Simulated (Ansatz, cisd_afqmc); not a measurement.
System: C$_{2}$H$_{2}$Cl, charge 0, doublet. C2H2Cl (SMILES [CH]=CCl, doublet).
B3LYP-D3(BJ)/def2-TZVP minimum from Ansatz (a first-principles code):
```xyz
5

C     -0.1833     0.8222    -0.0020
C      0.9594     1.4291    -0.0049
Cl    -0.3251    -0.9452     0.0029
H     -1.1502     1.3059    -0.0022
H      2.0196     1.2545    -0.0056
```
Charge 0, spin multiplicity 2.

Total energies in cc-pV(D+d)Z, 17 correlated electrons, 7 frozen orbitals. Open shells are spin-unrestricted; no spin-orbit coupling. Cores are frozen in correlated methods. No relativity. The Monte Carlo rows (phaseless AFQMC, CISD trial, step 0.005/hartree) carry one-sigma bars that omit the constraint's bias. Outlying blocks are dropped, and bars are widened where a walk drifts. Over all cases where full CI ran beside it in this data, AFQMC minus full CI had a median of +0.1 mEh and passed +0.4 mEh in a tenth of the cases. The UHF reference of C2H2Cl ([CH]=CCl, doublet) is spin-contaminated (<S^2> up to 0.20 over the pure value in the sets run).

```tsv
method	program	energy (Eh)	minus CCSDT(Q) (mEh)
HF	Ansatz	-536.31968	422.09
MP2	Ansatz	-536.68098	60.80
CCSD	Ansatz	-536.72567	16.10
CCSD(T)	Ansatz	-536.73917	2.60
CCSDT(Q)	Ansatz	-536.74177	0.00
AFQMC/CISD	cisd_afqmc	-536.7413 ± 0.0004	0.4 ± 0.4
```
